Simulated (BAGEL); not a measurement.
# SiH3F (SiFH3): PBE0/def2-TZVPP (density fitting with qzvpp-jkfit)

What is the energy change on altering one bond length of SiH3F (SiFH3) at PBE0/def2-TZVPP (density fitting with qzvpp-jkfit)? 

Program for the calculation: BAGEL 1.2.2.

1 further run of the same task is left out (it didn't finish).

### 1 Starting point

SiH3F: 5 atoms, total charge 0, spin state singlet. SMILES: `[H][Si]([H])([H])F`. The shape is that of a GFN2-xTB optimisation.

Bond lengths: Si1–F2 1.606 Å, Si1–H3 1.454 Å, Si1–H4 1.454 Å, Si1–H5 1.454 Å. Angles: F2–Si1–H3 105.1°, F2–Si1–H4 105.2°, F2–Si1–H5 105.1°, H3–Si1–H4 113.4°, H3–Si1–H5 113.5°, H4–Si1–H5 113.4°.

### 2 A single-point energy at PBE0/def2-TZVPP (density fitting with qzvpp-jkfit)

input.json reads:

```json
{ "bagel" : [

{
  "title" : "molecule",
  "basis" : "tzvpp",
  "df_basis" : "qzvpp-jkfit",
  "angstrom" : true,
  "geometry" : [
    { "atom" : "Si", "xyz" : [   -0.000700,    0.001210,   -0.093590 ] },
    { "atom" : "F", "xyz" : [    0.010860,   -0.019140,    1.511980 ] },
    { "atom" : "H", "xyz" : [    1.400270,    0.011030,   -0.482220 ] },
    { "atom" : "H", "xyz" : [   -0.709280,    1.218920,   -0.453380 ] },
    { "atom" : "H", "xyz" : [   -0.701150,   -1.212020,   -0.482790 ] }
  ]
},
{ "title" : "ks", "xc_func" : "pbe0" },
{ "title" : "print", "file" : "orbitals.molden", "orbitals" : true }

]}
```

Command:

```console
$ BAGEL_NUM_THREADS=1 BAGEL input.json > input.out
```

Standard output:

```text
* using 1 threads per process

  ===============================================================
  ===============================================================

  *** Geometry ***

  { "atom" : "Si", "xyz" : [     -0.001323,      0.002287,     -0.176859 ] },
  { "atom" : "F", "xyz" : [      0.020522,     -0.036169,      2.857228 ] },
  { "atom" : "H", "xyz" : [      2.646127,      0.020844,     -0.911264 ] },
  { "atom" : "H", "xyz" : [     -1.340345,      2.303425,     -0.856764 ] },
  { "atom" : "H", "xyz" : [     -1.324981,     -2.290386,     -0.912341 ] },

  Number of auxiliary basis functions:      259

  Since a DF basis is specified, we compute 2- and 3-index integrals:
    o Being stored without compression. Storage requirement is 0.027 GB

  Number of basis functions:      115
  Number of electrons      :       26

    * METHOD: MOLECULE                             0.27

  *** Kohn-Sham DFT ***

    * Removing 6751 points whose weight is below 1.00e-10
    * Grid points: 67779

  === Nuclear Repulsion ===
    63.3395690178

       - DIIS with orbital gradients will be used.

  === KS iteration (pbe0 / tzvpp) ===
      0       -341.27880814          0.21069430           0.60
      1       -304.72784008          0.24792136           0.63
      2       -360.63907579          0.19245302           0.63
      3       -389.59271869          0.04828730           0.61
      4       -390.98660266          0.00817788           0.55
      5       -391.00965304          0.00432980           0.55
      6       -391.01584925          0.00161130           0.58
      7       -391.01679054          0.00019587           0.58
      8       -391.01680627          0.00001808           0.54
      9       -391.01680641          0.00000166           0.56
     10       -391.01680641          0.00000031           0.53
     11       -391.01680641          0.00000006           0.61
     12       -391.01680641          0.00000004           0.60
     13       -391.01680641          0.00000001           0.54
     14       -391.01680641          0.00000000           0.56
    * SCF iteration converged.

    * Permanent dipole moment:
           (    0.004564,    -0.007959,     0.616077) a.u.

    * METHOD: KS                                   9.64

    * METHOD: PRINT                                0.03

  ===============================================================
```

It took 11 s on 1 thread of Intel Xeon at 2.50GHz (Skylake/Cascade Lake), shared host; peak memory 0.36 GiB.

### 3 The distorted shape at the same level

job.json reads:

```json
{ "bagel" : [

{
  "title" : "molecule",
  "basis" : "tzvpp",
  "df_basis" : "qzvpp-jkfit",
  "angstrom" : true,
  "geometry" : [
    { "atom" : "Si", "xyz" : [      -1.681868,      -0.010574,       0.372767 ] },
    { "atom" : "F", "xyz" : [      -1.670308,      -0.030924,       1.978337 ] },
    { "atom" : "H", "xyz" : [       1.400270,       0.011030,      -0.482220 ] },
    { "atom" : "H", "xyz" : [      -2.390448,       1.207136,       0.012977 ] },
    { "atom" : "H", "xyz" : [      -2.382318,      -1.223804,      -0.016433 ] }
  ]
},

{
  "title" : "ks",
  "xc_func" : "pbe0"
},

{
  "title" : "print",
  "file" : "orbitals.molden",
  "orbitals" : true
}

]}
```

Command:

```console
$ BAGEL_NUM_THREADS=1 BAGEL job.json > job.out
```

Standard output:

```text
* using 1 threads per process

  ===============================================================
  ===============================================================

  *** Geometry ***

  { "atom" : "Si", "xyz" : [     -3.178270,     -0.019982,      0.704428 ] },
  { "atom" : "F", "xyz" : [     -3.156425,     -0.058438,      3.738515 ] },
  { "atom" : "H", "xyz" : [      2.646127,      0.020844,     -0.911264 ] },
  { "atom" : "H", "xyz" : [     -4.517292,      2.281156,      0.024523 ] },
  { "atom" : "H", "xyz" : [     -4.501929,     -2.312654,     -0.031054 ] },

  Number of auxiliary basis functions:      259

  Since a DF basis is specified, we compute 2- and 3-index integrals:
    o Being stored without compression. Storage requirement is 0.027 GB

  Number of basis functions:      115
  Number of electrons      :       26

    * METHOD: MOLECULE                             0.27

  *** Kohn-Sham DFT ***

    * Removing 5775 points whose weight is below 1.00e-10
    * Grid points: 68755

  === Nuclear Repulsion ===
    59.6399837700

       - DIIS with orbital gradients will be used.

  === KS iteration (pbe0 / tzvpp) ===
      0       -341.05606759          0.20836629           0.59
      1       -299.33566044          0.24287453           0.51
      2       -359.86771943          0.18921034           0.55
      3       -388.92814606          0.04710912           0.60
      4       -390.49643151          0.01895510           0.54
      5       -390.60364359          0.01097994           0.53
      6       -390.75767771          0.00797314           0.54
      7       -390.84670214          0.00208233           0.63
      8       -390.84351393          0.00244090           0.59
      9       -390.84544700          0.00209336           0.63
     10       -390.84671455          0.00181803           0.55
     11       -390.85035130          0.00030000           0.57
     12       -390.85044615          0.00005923           0.57
     13       -390.85044985          0.00000558           0.68
     14       -390.85044987          0.00000239           0.65
     15       -390.85044988          0.00000035           0.64
     16       -390.85044988          0.00000014           0.60
     17       -390.85044988          0.00000001           0.59
     18       -390.85044988          0.00000000           0.64
    * SCF iteration converged.

    * Permanent dipole moment:
           (    0.951547,    -0.000702,     0.296297) a.u.

    * METHOD: KS                                  12.22

    * METHOD: PRINT                                0.04

  ===============================================================
```

Run time: 13 s. Hardware: 1 thread of Intel Xeon at 2.50GHz (Skylake/Cascade Lake), shared host; peak memory 0.36 GiB.

### 4 What came out

At PBE0/def2-TZVPP (density fitting with qzvpp-jkfit):

```
                                                          quantity          value
                                         first shape: total energy  -391.01681 Eh
                                        first shape: dipole moment         1.57 D
                                          first shape: HOMO energy       -9.85 eV
                                          first shape: LUMO energy       -0.23 eV
                                        first shape: HOMO–LUMO gap        9.61 eV
                                     distorted shape: total energy  -390.85045 Eh
                                    distorted shape: dipole moment         2.53 D
                                      distorted shape: HOMO energy       -6.80 eV
                                      distorted shape: LUMO energy       -3.85 eV
                                    distorted shape: HOMO–LUMO gap        2.95 eV
energy change with the Si1–H3 bond stretched from 1.454 to 3.199 Å       4.527 eV
```

In words: One bond (distorted shape) is far stretched, which a spin-restricted single reference describes badly; a broken-symmetry solution may lie lower. With the Si1–H3 bond stretched from 1.454 to 3.199 Å the energy rises by 4.53 eV (437 kJ/mol). The first shape isn't relaxed at this level, so the change isn't measured from a minimum. A restricted reference can't describe the breaking bond well at this length.
